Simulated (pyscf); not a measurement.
Structures and frequencies: ωB97X-D3(BJ)/def2-SVP in PySCF. Correlated levels are frozen-core, on RHF or UHF. ΔMP2 is the change of the MP2 total energy from the triple- to the quadruple-zeta basis.

**Question.** For the elementary gas-phase step HF + HO–SiH•–F → F–SiH•–F + H₂O (doublet surface; F–H, O–Si broken, F–Si, H–O formed), what barrier and reaction energy does CCSD(T)/def2-TZVPP + ΔMP2(QZVPP) give, measured from the separated reactants?

**Answer.** ΔE‡ = 60.5 kJ/mol, ΔE = -34.3 kJ/mol. Zero-point energy shifts the barrier by +3.6 kJ/mol. It is a four-centre exchange, with an imaginary mode of 767i cm⁻¹. On the reactant side the descent ends in a complex, 24.8 kJ/mol under the separated species and 72.1 kJ/mol under the saddle at ωB97X-D3(BJ)/def2-TZVP. At ωB97X-D3(BJ)/def2-TZVP the barrier from the zero used here is 47.3 kJ/mol. This is the saddle that the search found; another between the same sides may lie lower. The CCSD(T) − MP2 part came from Ansatz, without density fitting, on the same reference.
